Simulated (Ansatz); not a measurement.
## Exact exchange and the HOMO–LUMO gap of HNC (hydrogen isocyanide)

The species is HNC (3 atoms), meant as a singlet with charge 0. As SMILES, `[C-]#[NH+]`. The coordinates come from a PBE0-D4/def2-TZVP relaxation.

The HOMO–LUMO gap y, in eV, basis aug-cc-pVTZ; a is the functional's share of exact exchange. Programs: Ansatz 0.2.0.

| functional | program | a | y (eV) |
| --- | --- | --- | --- |
| PBE | Ansatz | 0 | 6.68 |
| r2SCAN | Ansatz | 0 | 7.45 |
| B3LYP | Ansatz | 0.2 | ? |
| PBE0 | Ansatz | 0.25 | 9.02 |
| BHLYP | Ansatz | 0.5 | 10.81 |

Fit y = c + s·a to the known rows and predict B3LYP.


1. Means of the 4 rows: a = 0.1875, y = 8.490.
2. Σ(Δa)² = 0.17188, Σ(Δa·Δy) = 1.2925, so the slope is 1.2925/0.17188 = 7.5198.
3. Intercept: 8.490 − (7.5198) × 0.1875 = 7.080. The largest residual of the fit is 0.40.
4. B3LYP: 7.080 + (7.5198) × 0.2 = 8.58 eV.

The run gave 8.50 eV, so the prediction is off by +0.08 eV, within the scatter of the fit. Exact exchange lowers occupied levels and raises empty ones. The rows mix families of semi-local functionals, which the line can't see.
